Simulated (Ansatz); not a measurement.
# Nudged elastic band run: C₂H₆N, charge -1

Input:

```yaml
crystal:
  periodic: [false, false, false]
  atoms:
    - { symbol: C, position_ang: [-0.205095, 0.801082, -0.778502] }
    - { symbol: "N", position_ang: [0.481238, -0.407242, -0.671229] }
    - { symbol: C, position_ang: [0.315879, -0.894841, 0.623962] }
    - { symbol: H, position_ang: [-1.342827, 0.765119, -0.566227] }
    - { symbol: H, position_ang: [-0.120214, 1.258054, -1.793846] }
    - { symbol: H, position_ang: [0.11841, 1.640893, -0.049912] }
    - { symbol: H, position_ang: [-0.77417, -1.086063, 0.964587] }
    - { symbol: H, position_ang: [0.839757, -1.866851, 0.790339] }
    - { symbol: H, position_ang: [0.687023, -0.210142, 1.480839] }
total_charge: -1
basis:
  gaussian: { orbitals: def2-SVP }
hamiltonian:
  xc: r2scan
  dispersion: d4
neb:
  order_check: false
  images: 5
  f_tol: 0.03
  max_iterations: 60
  initial_path: linear
  final_atoms:
    - { symbol: C, position_ang: [-0.14633196, 0.81525551, -0.77672018] }
    - { symbol: "N", position_ang: [-0.20548864, -0.57449287, -0.68988147] }
    - { symbol: C, position_ang: [0.09906121, -0.94739978, 0.61803539] }
    - { symbol: H, position_ang: [-0.85634614, 1.40349147, -0.07629994] }
    - { symbol: H, position_ang: [-0.37955936, 1.19466133, -1.80051172] }
    - { symbol: H, position_ang: [0.86835013, 1.30316911, -0.50636495] }
    - { symbol: H, position_ang: [0.07266587, -2.05323663, 0.76945973] }
    - { symbol: H, position_ang: [1.13617245, -0.62074293, 1.01607198] }
    - { symbol: H, position_ang: [-0.58852257, -0.52069622, 1.44622216] }
```

Run as:

```bash
$ ansatz run input.yaml --threads 1 --pin off --max-ram 2048MiB --backend cpu --events-out ev --progress --plain --runs-dir out
```

Output, in part (warnings, iteration lines, the closing report on the highest movable image, with atoms numbered from 0):

```
NEB end point (image 0): max|allowed force component| = 3.708e-3 eV/Å (the criterion of neb.relax_end_points is 1.000e-2)
NEB end point (image 6): max|allowed force component| = 2.488e-3 eV/Å (the criterion of neb.relax_end_points is 1.000e-2)
NEB iter   1: max|band force component| = 1.196e1 eV/Å  barrier→ = 3.8950 eV  barrier← = 3.8951 eV  Δτ_max = 0.1906 Å  (182 SCF iters)
NEB iter   2: max|band force component| = 2.227e0 eV/Å  barrier→ = 0.5668 eV  barrier← = 0.5668 eV  Δτ_max = 0.0685 Å  (144 SCF iters)
NEB iter   3: max|band force component| = 1.013e0 eV/Å  barrier→ = 0.3206 eV  barrier← = 0.3206 eV  Δτ_max = 0.0371 Å  (147 SCF iters)
NEB iter   4: max|band force component| = 3.884e-1 eV/Å  barrier→ = 0.2667 eV  barrier← = 0.2667 eV  CI = image 3  Δτ_max = 0.0090 Å  (149 SCF iters)
NEB iter   5: max|band force component| = 1.208e-1 eV/Å  barrier→ = 0.2633 eV  barrier← = 0.2633 eV  CI = image 3  Δτ_max = 0.0034 Å  (152 SCF iters)
NEB iter   6: max|band force component| = 3.755e-2 eV/Å  barrier→ = 0.2629 eV  barrier← = 0.2629 eV  CI = image 3  Δτ_max = 0.0010 Å  (151 SCF iters)
NEB iter   7: max|band force component| = 7.071e-3 eV/Å  barrier→ = 0.2628 eV  barrier← = 0.2628 eV  CI = image 3  Δτ_max = 0.0000 Å  (268 SCF iters)
Total energy: -3654.66238393 eV, -134.3063653902 hartree
Atom 0 at    -0.056473     0.872130    -0.766429 Å, force    -0.001119     0.006147     0.001182 eV/Å
Atom 1 at     0.157079    -0.502080    -0.700022 Å, force     0.000077    -0.002055     0.002334 eV/Å
Atom 2 at     0.091278    -0.986252     0.615550 Å, force     0.001528    -0.004726    -0.007071 eV/Å
Atom 3 at    -1.071713     1.287698    -0.385839 Å, force     0.003052    -0.001193    -0.000198 eV/Å
Atom 4 at    -0.002289     1.249332    -1.816817 Å, force     0.000245    -0.001180    -0.000497 eV/Å
Atom 5 at     0.676039     1.568479    -0.194815 Å, force    -0.002416    -0.002069    -0.000797 eV/Å
Atom 6 at    -0.705484    -1.778123     0.819992 Å, force     0.000171     0.001331     0.000355 eV/Å
Atom 7 at     1.032335    -1.498853     1.009681 Å, force    -0.000650     0.001208     0.000266 eV/Å
Atom 8 at    -0.120771    -0.212324     1.418709 Å, force    -0.000887     0.002538     0.004425 eV/Å
Dipole moment:    -0.037334     0.108814     0.182152 e Å
```

The forces met the threshold. Another band between the same ends (5 images) ends at a top of the same energy, where a vibrational analysis finds 1 clearly imaginary mode. Limits of this set-up: an anion without diffuse functions, the dipole of an ion depends on the origin.

Final band (atoms are numbered from 1 in the order of the input):

| image | path coordinate (Å) | energy (eV) | dihedral C1–N2–C3–H7 (°) |
| --- | --- | --- | --- |
| 0 | 0.00 | 0.000 | 59 |
| 1 | 0.49 | 0.060 | 78 |
| 2 | 0.98 | 0.190 | 98 |
| 3 | 1.48 | 0.263 | 120 |
| 4 | 1.97 | 0.190 | 142 |
| 5 | 2.46 | 0.060 | 162 |
| 6 | 2.95 | 0.000 | -180 |

Run time: 110 s on 1 thread of Arm Neoverse V1, with other jobs on the host, peak memory 0.13 GiB.
